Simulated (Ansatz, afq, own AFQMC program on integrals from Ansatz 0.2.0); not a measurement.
Two steps: Ansatz 0.2.0 writes the Fock matrix and Cholesky factors of the valence space, and afq projects on them the lowest state that overlaps trial and start.

```yaml
crystal:
  periodic: [false, false, false]
  atoms:
    - {symbol: Si, position_ang: [-0.086124, 0.000000, 0.000000]}
    - {symbol: H, position_ang: [-0.580995, 1.399708, 0.000000]}
    - {symbol: H, position_ang: [-0.580995, -0.699854, 1.212183]}
    - {symbol: H, position_ang: [-0.580995, -0.699854, -1.212183]}
    - {symbol: H, position_ang: [1.698876, 0.000000, 0.000000]}
    - {symbol: H, position_ang: [2.443876, 0.000000, 0.000000]}
basis:
  gaussian: {orbitals: cc-pVTZ}
magnetization: {spin_polarized: true, initial_magnetization: 1}
correlation: {method: ccsd_t, electrons: outside_noble_gas, hamiltonian_folder: ham}
```

```sh
$ ansatz run in.yaml --threads 1 --pin off --events-out ev --progress --plain --max-ram 16896MiB --backend cuda --devices 0, --max-vram 18GiB
```

Options of the walk:

```
--method phaseless --trial hf --walkers 1100 --populations 20 --least-time 40 --time-step 0.005 --steps-per-block 20 --equilibration-blocks 112 --max-blocks 4000 --target-error 0.0009000 --factor-cut 1e-05 --start spin_pure --seed 1135 --taylor-order 6
```

Times are imaginary, in 1/Eh. The walk had a cap of 95 s. With eight or more populations the least sampling time is a fifth of least-time, and the error comes from their spread.

```
orbitals 99  electrons 5 4  factors 566 of 570
reference energy -291.73518102 Eh
CCSD correlation -0.19130850 Eh in 10 cycles, weight of the determinant in the CISD state 0.9027
energy of the start -291.735554 Eh
 block  time / (1/Eh)  mean weight  energy / Eh
     1     0.100  1.0006  -291.778672
     2     0.200  1.0009  -291.808711
     3     0.300  1.0007  -291.831332
     4     0.400  1.0009  -291.847971
     5     0.500  1.0010  -291.861843
     7     0.700  1.0011  -291.883083
     9     0.900  1.0012  -291.897915
    13     1.300  1.0002  -291.911015
    25     2.500  0.9999  -291.922912
    37     3.700  1.0000  -291.927901
    49     4.900  0.9998  -291.933787
    61     6.100  1.0001  -291.937130
    73     7.300  1.0000  -291.930314
    85     8.500  1.0003  -291.931752
    97     9.700  0.9999  -291.935378
   109    10.900  0.9996  -291.936717
   121    12.100  1.0003  -291.930184
   133    13.300  1.0005  -291.933914
   145    14.500  0.9998  -291.926883
   157    15.700  1.0004  -291.931664
   169    16.900  1.0004  -291.936123
   181    18.100  0.9997  -291.932300
   193    19.300  0.9998  -291.930706
   205    20.500  0.9999  -291.933284
   217    21.700  1.0002  -291.932389
   229    22.900  1.0002  -291.931228
   241    24.100  0.9993  -291.933756
   253    25.300  1.0002  -291.930962
   259    25.900  1.0002  -291.930083
error from the spread of 20 populations
energy -291.931434 +/- 0.000869 Eh
(rows thinned)
```

(1) Estimate how long the walk took on 1 × NVIDIA H100 80GB HBM3 with 2 threads of AMD EPYC 7R13 Processor (Zen 3), with other jobs on the host (the card was shared).

The run passed its tests (sampling time, drift between the halves within three errors, error under three times the target), which doesn't prove that it has relaxed.

Against this walk (error 23.7 meV) on the same determinant: CCSD(T) 9.5 meV higher (within the noise), CCSDT(Q) 19.3 meV lower (within the noise), a separate phaseless walk with a CISD trial and standard settings 15.6 ± 23.9 meV lower (within the noise). The error is statistical and leaves out the bias of the constraint.

Cautions: constraint bias not in the error.

Answers

(1) 60 s of wall time.

CCSDT and higher add their correlation energy to the determinant of the CCSD(T) run, since their own runs factorise the integrals more tightly (a shift of under 2 meV). A walk keeps the symmetry of its determinant, which the program's search chose and which needn't be the lowest solution, so a lower state of the same spin and another symmetry isn't excluded.
